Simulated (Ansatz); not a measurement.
Reaction (SMILES): OCl (OH-Cl) → Cl[O] (O-Cl) + H atom
B3LYP-D3(BJ)/def2-TZVP geometries, fixed; electronic energies without zero-point terms.
Largest species:
```
O
H 1 0.9686
Cl 1 1.7015 2 103.27
```
Charge 0, spin multiplicity 1.

How fast the bond dissociation energy converges with the basis for several methods (Ansatz, a program for electronic structure): deviation from each method's own reference, in kcal/mol. References: B3LYP 96.72 kcal/mol, the value in pcseg-4; CCSD(T) 101.83 kcal/mol, Hartree-Fock in aug-cc-pV(Q+d)Z plus the correlation part extrapolated as X^-3 from aug-cc-pV(T+d)Z and aug-cc-pV(Q+d)Z; HF 72.13 kcal/mol, the value in pcseg-4; MP2 109.24 kcal/mol, Hartree-Fock in aug-cc-pV(Q+d)Z plus the correlation part extrapolated as X^-3 from aug-cc-pV(T+d)Z and aug-cc-pV(Q+d)Z; PBE 93.99 kcal/mol, the value in pcseg-4; r2SCAN 94.65 kcal/mol, the value in pcseg-4. Cartesian d functions, on some or all atoms, in 6-31G**, 6-311G**; all else is spherical. In correlated methods cores are frozen. Open shells are unrestricted. No added dispersion term, no relativity. 

```
basis            functions  B3LYP  CCSD(T)     HF    MP2    PBE  r2SCAN
---------------  ---------  -----  -------  -----  -----  -----  ------
6-31G**                 39   1.72        ?   1.80  -6.31   2.34    2.42
6-311G**                51   2.56        ?   2.19  -4.51   3.00    3.05
def2-SVPD               58   2.81        ?   4.13  -1.76   3.08    3.48
aug-cc-pV(D+d)Z         64   0.23        ?   1.31  -4.21   0.23    0.83
def2-TZVP               74  -1.01        ?  -0.87  -5.82  -0.88   -0.85
cc-pV(T+d)Z             83   0.03        ?   0.04  -2.85   0.18    0.18
def2-TZVPP              87   0.13        ?   0.20  -2.54   0.21    0.23
jun-cc-pV(T+d)Z        101   0.02        ?   0.05  -2.45   0.12    0.13
```

Q: Some entries are withheld; supply them.

A: 
- 6-31G**, CCSD(T): -4.45
- 6-311G**, CCSD(T): -2.16
- def2-SVPD, CCSD(T): -0.71
- aug-cc-pV(D+d)Z, CCSD(T): -3.38
- def2-TZVP, CCSD(T): -5.06
- cc-pV(T+d)Z, CCSD(T): -1.82
- def2-TZVPP, CCSD(T): -1.77
- jun-cc-pV(T+d)Z, CCSD(T): -1.95

Mean absolute deviation over 6-311G**, def2-TZVP, cc-pV(T+d)Z, def2-TZVPP, jun-cc-pV(T+d)Z: HF 0.67, B3LYP 0.75, PBE 0.88, r2SCAN 0.89, CCSD(T) 2.55, MP2 3.63 kcal/mol.
